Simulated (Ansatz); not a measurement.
A nudged elastic band was laid between two geometries of H3SSi (5 atoms, charge 0, multiplicity 2).

The calculation used UKS PBE0-D4/def2-SVP in Ansatz 0.2.0.

| Item | Value |
| --- | --- |
| movable images | 7 |
| climbing image | yes |
| spring | 5.0 eV/Å² |
| optimiser | quadratic models (default) |
| start path | straight line |
| force threshold | 0.05 eV/Å |
| iteration limit | 60 |
| end points | relaxed |

Image 0:

```xyz
5
Properties=species:S:1:pos:R:3
Si -0.097 -0.697 -0.305
S 0.271 1.416 -0.289
H -0.106 -1.273 1.081
H -1.444 -0.849 -0.938
H 1.425 1.330 0.410
```

Image 8:

```xyz
5
Properties=species:S:1:pos:R:3
Si 0.029 -0.764 -0.018
S 0.623 1.226 0.519
H -0.469 -1.375 1.253
H -1.057 -0.765 -1.054
H 0.924 1.604 -0.743
```

Problem. Which bonds break or form, and what moves?

Solution. No bond is made or broken. The dihedral H3–Si1–S2–H5 goes from 55 to -176°. The two ends are copies of one structure, up to a mirror image or an exchange of like atoms.

Problem. What energy profile does the band end with?

Solution. The run converged. The highest image is number 4 of 0 to 8, 2.2 kcal/mol above the ends, which have the same energy within 2 meV. Another band between the same ends (7 images) ends at a top of the same energy, where a vibrational analysis finds 1 clearly imaginary mode.

| image | path coordinate (Å) | energy (kcal/mol) | dihedral H3–Si1–S2–H5 (°) |
| --- | --- | --- | --- |
| 0 | 0.00 | 0.0 | 55 |
| 1 | 0.25 | 0.3 | 71 |
| 2 | 0.49 | 1.0 | 86 |
| 3 | 0.74 | 1.8 | 102 |
| 4 | 0.98 | 2.2 | 118 |
| 5 | 1.23 | 1.8 | 135 |
| 6 | 1.47 | 1.0 | 152 |
| 7 | 1.71 | 0.3 | 168 |
| 8 | 1.95 | 0.0 | -176 |

Problem. What is the geometry of the highest image?

Solution. 
```xyz
5
Properties=species:S:1:pos:R:3
Si -0.095 -0.660 -0.116
S 0.231 1.435 0.240
H -0.294 -1.417 1.159
H -1.262 -0.894 -1.023
H 1.469 1.463 -0.301
```

Time of the run: 120 s on 1 thread of Intel(R) Xeon(R) Processor @ 2.70GHz, on a shared host, peak memory 0.13 GiB.
